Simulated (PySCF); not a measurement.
## Two-dimensional NMR puzzle

Compound of formula C5H12. Correlations simulated from computed shifts and the bond graph:

HSQC (one-bond C–H):
| δH | δC |
| --- | --- |
| 0.93 | 34.0 |

HMBC (two and three bonds, from the bond graph):
| δH | δC |
| --- | --- |
| 0.93 | 34.0, 30.9 |

Carbons without hydrogens: δ 30.9.

Level of theory: geometry from PBE0-D3(BJ)/def2-TZVP, shieldings: GIAO PBE0/pcSseg-2, in PySCF (in vacuum, no relativistic terms, single conformer, one averaged value for each set of equivalent atoms).

References, each an isolated molecule treated in the same way: TMS for ¹H (31.52 ppm) and ¹³C (186.03 ppm).

Exchangeable hydrogens are left out of these lists.

Q: Assemble the structure.

A: SMILES CC(C)(C)C.

Structure with atom numbers: `[CH3:1][C:2]([CH3:3])([CH3:4])[CH3:5]`. Each H is labelled by its parent atom.

δC 34.0 is C1/C3/C4/C5, a methyl carbon (δH 0.93). δC 30.9 is C2, a quaternary sp3 carbon. HMBC from δH 0.93 reaches the proton-free carbon C2.

Shifts are as computed. Against solution values, carbons near 30 ppm lie about +3 ppm off and those near 130 ppm about +9 ppm. Of 1309 compounds with measured shifts, 239 miss one by over three times the rms of a fit or turn the order of signals round; such compounds aren't used in these exercises.
